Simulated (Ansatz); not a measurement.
Reaction: CH4O (SMILES CO) → CH4O+ (parent SMILES CO, doublet) + e-
Each species at its own B3LYP-D3(BJ)/def2-TZVP minimum (Ansatz, a first-principles code).

Quantity: adiabatic ionisation energy (electronic), in eV. Radicals and triplets start from unrestricted determinants; spin-orbit coupling is neglected. CBS(X,Y): correlation extrapolated as X^-3, Hartree-Fock from the larger set (Q,5: extrapolated as (X+1)exp(-9√X)). A bracket is a step between two methods taken in the basis named. The functionals are non-relativistic, so their misses hold any scalar relativity. Double hybrids freeze cores in their MP2 part. 'core' is core correlation in cc-pwCVTZ, 'X2C' scalar relativity in cc-pVTZ-DK, both at CCSD(T).

CCSD(T)/CBS(cc-pVQZ,cc-pV5Z) + [CCSDT(Q) - CCSD(T)]/cc-pVDZ + core + X2C (Ansatz) gives 11.00 eV.

Task: What does PBE/def2-TZVPD (Ansatz) give here, and how do the other levels compare?

Result: PBE gives 10.44 eV, 0.56 eV below it. Differences of the others: B3LYP/def2-TZVPD (Ansatz) -0.30; wB97M-V/def2-TZVPD (Ansatz) -0.29; B2PLYP/def2-TZVPD (Ansatz) -0.24; CCSD(T)/CBS(cc-pVQZ,cc-pV5Z) + core + X2C (Ansatz) 0.00 eV. Nearer than PBE: B3LYP/def2-TZVPD, wB97M-V/def2-TZVPD, B2PLYP/def2-TZVPD, CCSD(T)/CBS(cc-pVQZ,cc-pV5Z) + core + X2C.
